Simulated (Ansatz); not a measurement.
We consider body-centred tetragonal In, described by PBE-D4 (plane waves, PAW; Ansatz, a program for electronic structure).

Numerical settings: plane-wave cutoff 520 eV, 24×24×24 k mesh, Fermi–Dirac smearing 0.05 eV, scalar-relativistic PAW data made under PBE.

Cell (relaxed at this level):

```cif
data_In
_chemical_formula_sum 'In1'
_space_group_name_H-M_alt 'P 1'
_space_group_IT_number 1
_cell_length_a 3.37464
_cell_length_b 3.37464
_cell_length_c 3.37464
_cell_angle_alpha 122.491
_cell_angle_beta 122.491
_cell_angle_gamma 85.737
loop_
_space_group_symop_operation_xyz
  'x, y, z'
loop_
_atom_site_label
_atom_site_type_symbol
_atom_site_fract_x
_atom_site_fract_y
_atom_site_fract_z
_atom_site_occupancy
In1 In 0.00000 0.00000 0.00000 1
```

### Question
Give the computed bulk modulus and pressure derivative B′ of the bulk modulus.

### Answer

* **bulk modulus**: 41.9 GPa
* **pressure derivative B′ of the bulk modulus**: 5.2

The run finds no gap.

Measured, for comparison: bulk modulus 44.7 GPa (copied from a table, unchecked, extrapolated to 0 K and zero-point effects removed; as tabulated in Lejaeghere et al. (2013), arXiv:1204.2733). Computed (rounded) less measured: bulk modulus not scored (unchecked).

Note: the bulk modulus comes from volumes at which shape and atoms were relaxed.

Spin–orbit coupling is not included.

Static lattice: no zero-point or thermal effects.

Computing time: roughly 4 core-minutes.
